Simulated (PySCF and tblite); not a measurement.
The numbers below are computed, except where a source is named.
C₅H₁₂, numbered as in [CH3:1][CH2:2][CH2:3][CH2:4][CH3:5].

Level: PBE0-D3(BJ)/def2-TZVP//PBE0-D3(BJ)/def2-SVP, thermal terms from GFN2-xTB, symmetry numbers and mirror pairs counted. Conformers within 4 kcal/mol (GFN2-xTB free energy) were kept, 5 at most. GIAO shieldings: PBE0/pcSseg-1. Shifts are against TMS (¹H), TMS (¹³C) at the same level. (PySCF 2.14, tblite 0.8.)

Problem. What shifts does this protocol give at 298.15 K under fast conformational exchange?

Solution. ¹H: 1.22 (H2/H4, 4H), 1.10 (H3, 2H), 0.97 (H1/H5, 6H) ppm. ¹³C: 36.5 (C3), 25.4 (C2/C4), 15.9 (C1/C5) ppm.

Problem. How do the conformers differ?

Solution. Torsions listed: C1–C2–C3–C4, C2–C3–C4–C5. Of a mirror pair one member is shown.
| conformer | shape | weight % |
| --- | --- | --- |
| 1 | -177°, -65° | 48.5 |
| 2 | 180°, 180° | 42.3 |
| 3 | 60°, 60° | 8.6 |
| 4 | -63°, 88° | 0.7 |

```json
{"signal": "H1/H5", "1": "0.96", "2": "1.00", "3": "0.86", "4": "1.02", "average": "0.97"}
{"signal": "H2/H4", "1": "1.24", "2": "1.18", "3": "1.34", "4": "1.36", "average": "1.22"}
{"signal": "H3", "1": "1.14", "2": "1.01", "3": "1.31", "4": "1.29", "average": "1.10"}
{"signal": "C1/C5", "1": "15.7", "2": "16.8", "3": "12.6", "4": "17.8", "average": "15.9"}
{"signal": "C2/C4", "1": "24.6", "2": "27.2", "3": "20.0", "4": "26.9", "average": "25.4"}
{"signal": "C3", "1": "35.7", "2": "38.3", "3": "32.3", "4": "32.9", "average": "36.5"}
```

Problem. Which signal moves most, for its nucleus, between 220 and 380 K through the change of populations alone?

Solution. C3: 36.9 ppm at 220 K, 36.7 ppm at 260 K, 36.5 ppm at 298.15 K, 36.3 ppm at 340 K, 36.2 ppm at 380 K.

Shifts are unscaled: against experiment ¹³C can be off by 15 ppm or more and ¹H by 0.8 ppm.
